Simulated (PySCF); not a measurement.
# Complexes of borane

Gas-phase complexes of borane, each in one structure from a short search with a few starts, optimised by PBE0-D3(BJ)/def2-SVPD or PBE0-D3(BJ)/def2-TZVPD; other ways of binding may lie lower. Energies in kcal/mol, wB97M-D3(BJ)/def2-TZVPD, counterpoise-corrected (PySCF): interaction is complex less parts frozen as they stand in it, binding adds what it costs to deform them. Contacts are written partner···borane; electrostatic, Pauli and orbital are terms of the uncorrected same energy, whose rest is dispersion or correlation.

3 other partners are left out, for which the search missed the form known or expected to bind best.

Frequency runs check only 6 of the 9 structures; these show no clear imaginary mode.

Order these partners of borane by binding energy, strongest first: dimethyl sulfide, fluoride, acetonitrile, ammonia, hydrogen sulfide, dinitrogen, hydrogen cyanide, bromide, dimethyl ether.

fluoride (-66.4), ammonia (-31.9), bromide (-28.4), dimethyl sulfide (-27.6), dimethyl ether (-22.2), acetonitrile (-21.8), hydrogen cyanide (-19.1), hydrogen sulfide (-15.1), dinitrogen (-6.1).
```csv
partner,contact,distance (Å),binding,interaction,electrostatic,Pauli,orbital
fluoride,F···B,1.46,-66.4,-91.1,-115.1,139.1,-114.6
ammonia,N···B,1.64,-31.9,-45.7,-83.9,116.4,-76.6
bromide,Br···B,2.15,-28.4,-42.2,-52.2,80.5,-69.5
dimethyl sulfide,S···B,1.94,-27.6,-38.9,-64.8,109.6,-80.9
dimethyl ether,O···B,1.63,-22.2,-33.9,-65.1,93.0,-59.1
acetonitrile,N···B,1.54,-21.8,-36.3,-71.1,124.4,-88.2
hydrogen cyanide,N···B,1.53,-19.1,-32.8,-68.8,126.3,-89.1
hydrogen sulfide,S···B,1.98,-15.1,-24.4,-50.9,97.6,-69.5
dinitrogen,N···B,1.54,-6.1,-16.7,-51.7,118.5,-82.3
```
